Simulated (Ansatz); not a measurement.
## Diamond

These are PBE0 in Ansatz (plane waves, PAW) values and carry that method's errors.

Numerical settings: plane-wave cutoff 460 eV, 12×12×12 k mesh, Fermi–Dirac smearing 0.01 eV, scalar-relativistic PAW data made under PBE.

Cell (relaxed at this level):

```cif
data_C2
_chemical_formula_sum 'C2'
_space_group_name_H-M_alt 'P 1'
_space_group_IT_number 1
_cell_length_a 2.50692
_cell_length_b 2.50692
_cell_length_c 2.50692
_cell_angle_alpha 60.000
_cell_angle_beta 60.000
_cell_angle_gamma 60.000
loop_
_space_group_symop_operation_xyz
  'x, y, z'
loop_
_atom_site_label
_atom_site_type_symbol
_atom_site_fract_x
_atom_site_fract_y
_atom_site_fract_z
_atom_site_occupancy
C1 C 0.00000 0.00000 0.00000 1
C2 C 0.25000 0.25000 0.25000 1
```

* **bulk modulus**: 471 GPa
* **band gap**: 6.08 eV (indirect)
* **smallest direct gap on the k points sampled**: 7.76 eV
* **width of the whole s-p valence band**: 23.85 eV
* **pressure derivative B′ of the bulk modulus**: 3.6

Measured, for comparison: bulk modulus 455 GPa (0 K value with the zero-point phonon effect removed; as tabulated in Mejia-Rodriguez and Trickey (2018), arXiv:1807.09216). Computed (rounded) less measured: bulk modulus +4 %.

Ansatz is a quantum-chemistry and plane-wave program.
